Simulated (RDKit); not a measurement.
A run for RDKit: UFF on HNC (SMILES [C-]#[NH+]).

```python
from rdkit import Chem
from rdkit.Chem import AllChem, rdDetermineBonds

blocks = [
'''3

C     0.00000000    0.00000000   -0.73724800
N     0.00000000    0.00000000    0.43208900
H     0.00000000    0.00000000    1.42696000
''',
]
mol = None
for b in blocks:
    f = Chem.MolFromXYZBlock(b)
    rdDetermineBonds.DetermineBonds(f, charge=0)
    mol = f if mol is None else Chem.CombineMols(mol, f)
Chem.SanitizeMol(mol)
print(Chem.MolToSmiles(Chem.RemoveHs(mol)))
ff = AllChem.UFFGetMoleculeForceField(mol, vdwThresh=100.0, ignoreInterfragInteractions=False)
e = ff.CalcEnergy()
print(f'UFF energy {e:.6f} kcal/mol')
```

Program output:

```
[C-]#[NH+]
UFF energy 0.174379 kcal/mol
```

The run finished.

Cost: roughly 0.03 core-seconds.
